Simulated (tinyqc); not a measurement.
CCSD on RHF in the sto-6g basis, frozen core, for H2O, spin multiplicity 1, step by step. One step of it, computed by the program tinyqc.

Question. Iteration 1: building the Fock matrix. J_ij = sum D_kl (ij|kl), K_ij = sum D_kl (ik|jl); F = H + J - 0.5 K; E = tr D H + tr D J / 2 - 0.25 tr D K + E_nn.

D at the start, order 1O 1s, 1O 2s, 1O 2px, 1O 2py, 1O 2pz, 2H 1s, 3H 1s:
$$\begin{pmatrix}
2.138402 & -0.482715 & 0.000000 & 0.001225 & 0.011319 & -0.013818 & -0.013200 \\
-0.482715 & 2.096104 & 0.000000 & -0.008051 & -0.063745 & 0.051776 & 0.053344 \\
0.000000 & 0.000000 & 1.307615 & 0.000000 & 0.000000 & 0.000000 & 0.000000 \\
0.001225 & -0.008051 & 0.000000 & 1.175006 & -0.005080 & 0.118926 & -0.121829 \\
0.011319 & -0.063745 & 0.000000 & -0.005080 & 1.257839 & 0.061135 & 0.062717 \\
-0.013818 & 0.051776 & 0.000000 & 0.118926 & 0.061135 & 0.994365 & 0.045644 \\
-0.013200 & 0.053344 & 0.000000 & -0.121829 & 0.062717 & 0.045644 & 0.992995
\end{pmatrix}$$

core Hamiltonian H = T + V (hartree), order 1O 1s, 1O 2s, 1O 2px, 1O 2py, 1O 2pz, 2H 1s, 3H 1s:
$$\begin{pmatrix}
-32.857546 & -7.261445 & 0.000000 & -0.001592 & -0.012525 & -1.270010 & -1.021677 \\
-7.261445 & -9.080063 & 0.000000 & -0.016990 & -0.145590 & -2.906907 & -2.465022 \\
0.000000 & 0.000000 & -7.336172 & 0.000000 & 0.000000 & 0.000000 & 0.000000 \\
-0.001592 & -0.016990 & 0.000000 & -7.452229 & -0.007915 & -1.787536 & 1.561286 \\
-0.012525 & -0.145590 & 0.000000 & -0.007915 & -7.384506 & -1.188144 & -1.040218 \\
-1.270010 & -2.906907 & 0.000000 & -1.787536 & -1.188144 & -4.523420 & -0.798416 \\
-1.021677 & -2.465022 & 0.000000 & 1.561286 & -1.040218 & -0.798416 & -4.248730
\end{pmatrix}$$

Two-electron integrals (ij|kl) in chemists' order, unique and non-zero (hartree):
```
(11|11) 4.787491    (21|11) 0.675884    (21|21) 0.121505    (22|11) 1.117379
(22|21) 0.249212    (22|22) 0.817383    (31|31) 0.025762    (32|31) 0.039145
(32|32) 0.180664    (33|11) 1.117381    (33|21) 0.249212    (33|22) 0.817382
(33|33) 0.880663    (41|41) 0.025762    (42|41) 0.039145    (42|42) 0.180664
(43|43) 0.047461    (44|11) 1.117381    (44|21) 0.249212    (44|22) 0.817382
(44|33) 0.785741    (44|44) 0.880663    (51|51) 0.025762    (52|51) 0.039145
(52|52) 0.180664    (53|53) 0.047461    (54|54) 0.047461    (55|11) 1.117381
(55|21) 0.249212    (55|22) 0.817382    (55|33) 0.785741    (55|44) 0.785741
(55|55) 0.880663    (61|11) 0.125038    (61|21) 0.021553    (61|22) 0.043268
(61|33) 0.043175    (61|41) 0.000888    (61|42) 0.001738    (61|44) 0.043371
(61|51) 0.000573    (61|52) 0.001122    (61|54) 0.000126    (61|55) 0.043257
(61|61) 0.003897    (62|11) 0.315392    (62|21) 0.071383    (62|22) 0.260673
(62|33) 0.256268    (62|41) 0.004817    (62|42) 0.036132    (62|44) 0.265598
(62|51) 0.003108    (62|52) 0.023317    (62|54) 0.006021    (62|55) 0.260153
(62|61) 0.012743    (62|62) 0.105180    (63|31) 0.007779    (63|32) 0.044291
(63|43) 0.007387    (63|53) 0.004767    (63|63) 0.014548    (64|11) 0.195964
(64|21) 0.044967    (64|22) 0.175107    (64|33) 0.167321    (64|41) 0.010404
(64|42) 0.066971    (64|44) 0.188154    (64|51) 0.001694    (64|52) 0.014636
(64|54) 0.008677    (64|55) 0.169844    (64|61) 0.008378    (64|62) 0.085883
(64|64) 0.083848    (65|11) 0.126463    (65|21) 0.029019    (65|22) 0.113003
(65|33) 0.107978    (65|41) 0.001694    (65|42) 0.014636    (65|44) 0.111888
(65|51) 0.008872    (65|52) 0.053736    (65|54) 0.009911    (65|55) 0.119141
(65|61) 0.005406    (65|62) 0.055423    (65|64) 0.044721    (65|65) 0.043409
(66|11) 0.471796    (66|21) 0.108768    (66|22) 0.455417    (66|33) 0.437637
(66|41) 0.009153    (66|42) 0.094963    (66|44) 0.475293    (66|51) 0.005907
(66|52) 0.061283    (66|54) 0.024301    (66|55) 0.453319    (66|61) 0.019593
(66|62) 0.237392    (66|64) 0.221016    (66|65) 0.142630    (66|66) 0.774999
(71|11) 0.100453    (71|21) 0.017324    (71|22) 0.034804    (71|33) 0.034730
(71|41) -0.000715   (71|42) -0.001403   (71|44) 0.034886    (71|51) 0.000461
(71|52) 0.000905    (71|54) -0.000100   (71|55) 0.034795    (71|61) 0.003079
(71|62) 0.009861    (71|64) 0.005933    (71|65) 0.004188    (71|66) 0.014977
(71|71) 0.002517    (72|11) 0.265474    (72|21) 0.060142    (72|22) 0.221131
(72|33) 0.217333    (72|41) -0.004066   (72|42) -0.031097   (72|44) 0.225376
(72|51) 0.002624    (72|52) 0.020069    (72|54) -0.005191   (72|55) 0.220683
(72|61) 0.010327    (72|62) 0.069769    (72|64) 0.039710    (72|65) 0.035810
(72|66) 0.126113    (72|71) 0.008639    (72|72) 0.077365    (73|31) 0.006395
(73|32) 0.036930    (73|43) -0.006289   (73|53) 0.004058    (73|63) 0.009103
(73|73) 0.010407    (74|11) -0.169701   (74|21) -0.038960   (74|22) -0.152688
(74|33) -0.146024   (74|41) 0.008640    (74|42) 0.056731    (74|44) -0.163836
(74|51) -0.001449   (74|52) -0.012779   (74|54) 0.007437    (74|55) -0.148204
(74|61) -0.006407   (74|62) -0.041307   (74|64) -0.015083   (74|65) -0.020750
(74|66) -0.068895   (74|71) -0.005827   (74|72) -0.064904   (74|74) 0.064152
(75|11) 0.109517    (75|21) 0.025143    (75|22) 0.098538    (75|33) 0.094237
(75|41) -0.001449   (75|42) -0.012779   (75|44) 0.097616    (75|51) 0.007330
(75|52) 0.045177    (75|54) -0.008469   (75|55) 0.103761    (75|61) 0.004501
(75|62) 0.036509    (75|64) 0.020430    (75|65) 0.027513    (75|66) 0.071652
(75|71) 0.003760    (75|72) 0.041886    (75|74) -0.034684   (75|75) 0.032791
(76|11) 0.079337    (76|21) 0.018134    (76|22) 0.071671    (76|33) 0.070184
(76|41) -0.000033   (76|42) -0.000372   (76|44) 0.071742    (76|51) 0.001267
(76|52) 0.011271    (76|54) -0.000083   (76|55) 0.073088    (76|61) 0.003190
(76|62) 0.027966    (76|64) 0.019759    (76|65) 0.016638    (76|66) 0.064272
(76|71) 0.002569    (76|72) 0.024393    (76|74) -0.018028   (76|75) 0.014846
(76|76) 0.009460    (77|11) 0.437598    (77|21) 0.100964    (77|22) 0.426474
(77|33) 0.410517    (77|41) -0.008063   (77|42) -0.086361   (77|44) 0.444313
(77|51) 0.005203    (77|52) 0.055734    (77|54) -0.021810   (77|55) 0.424592
(77|61) 0.017293    (77|62) 0.139660    (77|64) 0.073805    (77|65) 0.077522
(77|66) 0.273826    (77|71) 0.014609    (77|72) 0.197635    (77|74) -0.188707
(77|75) 0.121783    (77|76) 0.064272    (77|77) 0.774999
```

nuclear repulsion = 7.68651075 hartree

Give: Coulomb J; exchange K; Fock matrix F; total energy of this density.

Answer.

Coulomb J (hartree), order 1O 1s, 1O 2s, 1O 2px, 1O 2py, 1O 2pz, 2H 1s, 3H 1s:
$$\begin{pmatrix}
17.1897 & 3.0323 & 0.0000 & 0.0010 & 0.0101 & 0.5429 & 0.4364 \\
3.0323 & 7.9559 & 0.0000 & 0.0085 & 0.1185 & 2.5597 & 2.1715 \\
0.0000 & 0.0000 & 7.9225 & 0.0000 & 0.0000 & 0.0000 & 0.0000 \\
0.0010 & 0.0085 & 0.0000 & 7.9931 & 0.0025 & 1.7325 & -1.5091 \\
0.0101 & 0.1185 & 0.0000 & 0.0025 & 7.9521 & 1.1489 & 1.0019 \\
0.5429 & 2.5597 & 0.0000 & 1.7325 & 1.1489 & 4.7313 & 0.7159 \\
0.4364 & 2.1715 & 0.0000 & -1.5091 & 1.0019 & 0.7159 & 4.4905
\end{pmatrix}$$

exchange K (hartree), order 1O 1s, 1O 2s, 1O 2px, 1O 2py, 1O 2pz, 2H 1s, 3H 1s:
$$\begin{pmatrix}
9.9412 & 1.5428 & 0.0000 & 0.0025 & 0.0100 & 0.3125 & 0.2525 \\
1.5428 & 2.6647 & 0.0000 & 0.0195 & 0.0927 & 1.0598 & 0.9072 \\
0.0000 & 0.0000 & 1.7012 & 0.0000 & 0.0000 & 0.0000 & 0.0000 \\
0.0025 & 0.0195 & 0.0000 & 1.7974 & 0.0086 & 0.5823 & -0.5057 \\
0.0100 & 0.0927 & 0.0000 & 0.0086 & 1.7417 & 0.4052 & 0.3588 \\
0.3125 & 1.0598 & 0.0000 & 0.5823 & 0.4052 & 1.2600 & 0.3228 \\
0.2525 & 0.9072 & 0.0000 & -0.5057 & 0.3588 & 0.3228 & 1.1524
\end{pmatrix}$$

Fock matrix F (hartree), order 1O 1s, 1O 2s, 1O 2px, 1O 2py, 1O 2pz, 2H 1s, 3H 1s:
$$\begin{pmatrix}
-20.6385 & -5.0006 & 0.0000 & -0.0019 & -0.0075 & -0.8834 & -0.7116 \\
-5.0006 & -2.4565 & 0.0000 & -0.0182 & -0.0735 & -0.8772 & -0.7471 \\
0.0000 & 0.0000 & -0.2642 & 0.0000 & 0.0000 & 0.0000 & 0.0000 \\
-0.0019 & -0.0182 & 0.0000 & -0.3578 & -0.0097 & -0.3462 & 0.3051 \\
-0.0075 & -0.0735 & 0.0000 & -0.0097 & -0.3033 & -0.2419 & -0.2177 \\
-0.8834 & -0.8772 & 0.0000 & -0.3462 & -0.2419 & -0.4221 & -0.2439 \\
-0.7116 & -0.7471 & 0.0000 & 0.3051 & -0.2177 & -0.2439 & -0.3345
\end{pmatrix}$$

total energy of this density = -75.805952 hartree

This density is the starting one; it is not idempotent, so its energy is not variational and may lie below the converged one.
